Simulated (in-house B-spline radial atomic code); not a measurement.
RPA and G0W0 for neutral neon, [He] 2s2 2p6, as one setting changes: the radius of a hard wall (bohr). Start: PBE. A dash marks a level of low quasi-particle weight. Computed with a B-spline radial code for spherical atoms: all electrons, non-relativistic, point nucleus, each spin shell either full or empty, empty states to l = 9 with an (l + 1/2)⁻⁴ tail; G0W0 by contour deformation at full frequency.

```
radius of a hard wall (bohr)  mean-field level (eV)  G0W0 level (eV)  RPA correlation (Eh)
                           2                  5.703        2p -6.696               -0.5727
                         2.5                 -5.541       2p -16.090              -0.58482
                           3                 -9.982       2p -19.365              -0.59496
                         3.5                      ?                ?                     ?
                           4                -12.681       2p -20.790              -0.60441
                           5                      ?                ?                     ?
                           6                -13.323       2p -20.665              -0.60727
                           8                -13.347                -              -0.60732
                          12                -13.347                -              -0.60726
```

**Question.** What belongs in the row for 3.5?

**Answer.** mean-field level (eV): -11.856; G0W0 level (eV): 2p -20.474; RPA correlation (Eh): -0.60112.

**Question.** What belongs in the row for 5?

**Answer.** mean-field level (eV): -13.217; G0W0 level (eV): 2p -20.774; RPA correlation (Eh): -0.6068.
